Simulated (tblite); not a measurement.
Species: C₃H₅O₂ (doublet state).
SMILES with atom numbers: `[CH3:1][CH2:2][O:3][C:4]=[O:5]` (hydrogens: H6, H7, H8 on C1; H9, H10 on C2)
Bond orders are those of one Lewis drawing.

Computed with GFN2-xTB (tblite), gas phase: L-BFGS steps from a force-field or distance-geometry start until the largest atomic force falls under 0.01 eV/Å.

Step 10: E = -463.2393 eV
```
atom  x, y, z in Å  |  force x, y, z in eV/Å
C1     -0.9629   -0.4543    0.0754    0.003   0.042  -0.001
C2     -0.1333    0.8077   -0.1265    0.069  -0.030  -0.033
O3      1.1577    0.5038   -0.7917   -0.001   0.011  -0.019
C4      1.9633   -0.3300   -0.2660   -0.016   0.007   0.073
O5      1.9680   -1.0103    0.7197    0.082  -0.015  -0.022
H6     -1.9822   -0.2929   -0.2618   -0.042  -0.012   0.044
H7     -0.9743   -0.7593    1.1179    0.004   0.007   0.000
H8     -0.5413   -1.2764   -0.5018   -0.044   0.059  -0.040
H9      0.1173    1.2967    0.8186   -0.085  -0.011  -0.032
H10    -0.6035    1.5196   -0.8063    0.032  -0.058   0.030
```

Step 11: E = -463.2404 eV
```
atom  x, y, z in Å  |  force x, y, z in eV/Å
C1     -0.9652   -0.4536    0.0753    0.003   0.037   0.000
C2     -0.1338    0.8069   -0.1271    0.083  -0.016  -0.035
O3      1.1612    0.5025   -0.7931   -0.044   0.000   0.059
C4      1.9669   -0.3285   -0.2632   -0.025   0.030   0.006
O5      1.9719   -1.0122    0.7194    0.075  -0.022   0.011
H6     -1.9867   -0.2957   -0.2591   -0.012   0.011   0.048
H7     -0.9738   -0.7597    1.1178    0.006   0.008  -0.007
H8     -0.5448   -1.2741   -0.5040   -0.036   0.038  -0.044
H9      0.1148    1.2986    0.8173   -0.068  -0.031  -0.035
H10    -0.6017    1.5202   -0.8058    0.019  -0.054  -0.002
```

Step 12: E = -463.2414 eV
```
atom  x, y, z in Å  |  force x, y, z in eV/Å
C1     -0.9672   -0.4523    0.0752   -0.001   0.015  -0.001
C2     -0.1331    0.8059   -0.1284    0.053  -0.004  -0.023
O3      1.1636    0.5015   -0.7932   -0.062  -0.009   0.107
C4      1.9700   -0.3267   -0.2602   -0.011   0.031  -0.044
O5      1.9771   -1.0143    0.7192    0.061  -0.020   0.034
H6     -1.9912   -0.2981   -0.2557    0.017   0.040   0.049
H7     -0.9731   -0.7600    1.1175    0.012   0.008  -0.013
H8     -0.5488   -1.2712   -0.5069   -0.028   0.015  -0.046
H9      0.1113    1.2999    0.8154   -0.043  -0.037  -0.020
H10    -0.5996    1.5199   -0.8054    0.002  -0.039  -0.042
```

Step 13: E = -463.2424 eV
```
atom  x, y, z in Å  |  force x, y, z in eV/Å
C1     -0.9690   -0.4508    0.0751   -0.002  -0.014  -0.004
C2     -0.1316    0.8047   -0.1300   -0.007   0.005   0.000
O3      1.1645    0.5007   -0.7915   -0.050  -0.010   0.110
C4      1.9729   -0.3249   -0.2575    0.006   0.012  -0.058
O5      1.9833   -1.0164    0.7192    0.047  -0.007   0.038
H6     -1.9952   -0.2996   -0.2514    0.034   0.068   0.045
H7     -0.9723   -0.7602    1.1169    0.021   0.005  -0.016
H8     -0.5533   -1.2681   -0.5106   -0.021  -0.007  -0.045
H9      0.1071    1.3005    0.8134   -0.018  -0.029   0.007
H10    -0.5976    1.5187   -0.8060   -0.009  -0.023  -0.077
```

Task: Estimate the geometry and energy of step 14. (The exact step hangs on the optimiser's Hessian estimate; all steps are aligned on step 13, rigid shifts and turns removed.)

Result: E = -463.2434 eV, largest force 0.105 eV/Å
```
atom  x, y, z in Å  |  force x, y, z in eV/Å
C1     -0.9707   -0.4495    0.0748   -0.001  -0.039  -0.008
C2     -0.1302    0.8034   -0.1318   -0.076   0.014   0.027
O3      1.1645    0.4998   -0.7878   -0.011  -0.004   0.072
C4      1.9762   -0.3234   -0.2551    0.014  -0.018  -0.037
O5      1.9908   -1.0184    0.7194    0.036   0.011   0.025
H6     -1.9988   -0.2996   -0.2460    0.036   0.092   0.036
H7     -0.9709   -0.7602    1.1161    0.031  -0.004  -0.014
H8     -0.5584   -1.2648   -0.5154   -0.018  -0.027  -0.040
H9      0.1021    1.3005    0.8115    0.002  -0.012   0.037
H10    -0.5956    1.5168   -0.8082   -0.014  -0.013  -0.098
```

The energy changes by -0.0010 eV. The first-order estimate −F·Δx gives -0.0014 eV and the mean of the old and new forces, exact on a quadratic surface, -0.0010 eV. The step makes an angle of 64° with the force vector and moves no atom by more than 0.008 Å.

What follows is the cost of the whole relaxation. The run took 0.19 s of wall time on an Arm Neoverse V2 with one thread (shared host).
